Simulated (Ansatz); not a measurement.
| atom | x (Å) | y (Å) | z (Å) |
| --- | --- | --- | --- |
| O | 1.1778 | 0.0485 | 0.0115 |
| C | 0.4044 | 1.1052 | -0.0253 |
| C | -0.9247 | 0.7182 | 0.0329 |
| C | -0.9979 | -0.6901 | -0.0134 |
| C | 0.3644 | -1.0671 | -0.0076 |
| H | 0.6803 | 2.1613 | 0.0454 |
| H | -1.8656 | 1.3567 | -0.0258 |
| H | -1.8408 | -1.3006 | 0.0388 |
| H | 0.6968 | -2.1761 | 0.0443 |

RHF-MP2 on singlet C₄H₄O was run in several spherical basis sets with Ansatz (development build ahead of 0.2.0). Frozen core: 5 orbitals.

Problem. Rank the basis sets by the total energy that they give, lowest first, with the distance from the lowest.
A. 6-31G(d)
B. def2-SVP
C. cc-pVDZ

Solution. C (0.00 eV), A (1.43 eV), B (5.25 eV).

Totals follow the description of the cores as much as that of the bonds, so this order isn't one of quality for chemistry.
